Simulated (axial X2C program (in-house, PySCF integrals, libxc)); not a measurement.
**Estimating the spin–orbit splitting of the π levels of ClF**

Calculated with an in-house all-electron X2C program for linear molecules (integrals from PySCF). Spin-free means the one-electron spin-free X2C Hamiltonian; two-component (2c) means X2C with spin–orbit coupling and atomic mean-field two-electron Coulomb and Gaunt terms, so the difference of the two also holds small scalar two-electron terms. Basis: Cl dyall-av3z [9s8p3d2f], F dyall-av3z [7s6p3d2f] (cores contracted in-house); Gaussian nuclei, density fitting, unrestricted open shells. Masses: Cl 34.969 u, F 18.998 u.

Hartree–Fock at 1.632 Å, closed shell. Valence p splittings ε(p3/2) − ε(p1/2) of spherical Dirac–Hartree–Fock atoms with fractionally filled p shells: Cl 3p 0.140 eV, F 2p 0.072 eV.

```
filled π level (eV), spin-free  F p share  Cl p share
                        -19.72       0.84        0.12
                        -13.43       0.12        0.81
```

(1) In first order a p shell splits by 3ζ/2 and a π orbital by ζ. Estimate the splitting of each π level from the shares.

The two-component Hartree–Fock calculation gives:

```
ε(ω = 1/2) (eV)  σ share of it  ε(ω = 3/2) (eV)  splitting (eV)  estimate (eV)
        -19.740           0.00          -19.691            0.05           0.05
        -13.469           0.00          -13.375            0.09           0.08
```

The estimate leaves out the mixing of π1/2 with σ1/2 levels, which pushes the ω = 1/2 spinor up or down, the d and f parts of the orbital, small shares of the strongly split outer-core p shell of a metal, the Gaunt term (absent from the atomic values), and the change of the atomic p orbitals with charge; Löwdin shares depend on the basis.

Results:

(1) level -19.72 eV: (2/3) × (0.84 × 0.072 + 0.12 × 0.140) = 0.05 eV; level -13.43 eV: (2/3) × (0.12 × 0.072 + 0.81 × 0.140) = 0.08 eV.
